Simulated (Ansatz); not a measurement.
Input for Ansatz (development build ahead of 0.2.0):

```yaml
crystal:
  periodic: [false, false, false]
  atoms:
    - { symbol: "N", position_ang: [0.09388, 0.02102, -0.01536] }
    - { symbol: "N", position_ang: [1.12643, -0.05748, -0.23548] }
    - { symbol: O, position_ang: [0.39467, 3.23192, 0.41961] }
basis:
  gaussian: { orbitals: def2-SVP }
magnetization:
  spin_polarized: true
  initial_magnetization: 2
hamiltonian:
  xc: pbe0
output:
  forces: true
```

The input is written out in the form of the current development build from the run's settings.

Output:

| Property | Result |
| --- | --- |
| Converged | yes |
| Total energy | -184.23583 hartree |
| Spin squared of the determinant | 2.002 |
| Stability test | minimum |

Forces (eV/Å):
| atom | Fx | Fy | Fz |
| --- | --- | --- | --- |
| N1 | -7.194 | 0.554 | 1.535 |
| N2 | 7.195 | -0.547 | -1.534 |
| O3 | -0.001 | -0.006 | -0.001 |

Caution: charge can spread falsely over distant fragments.
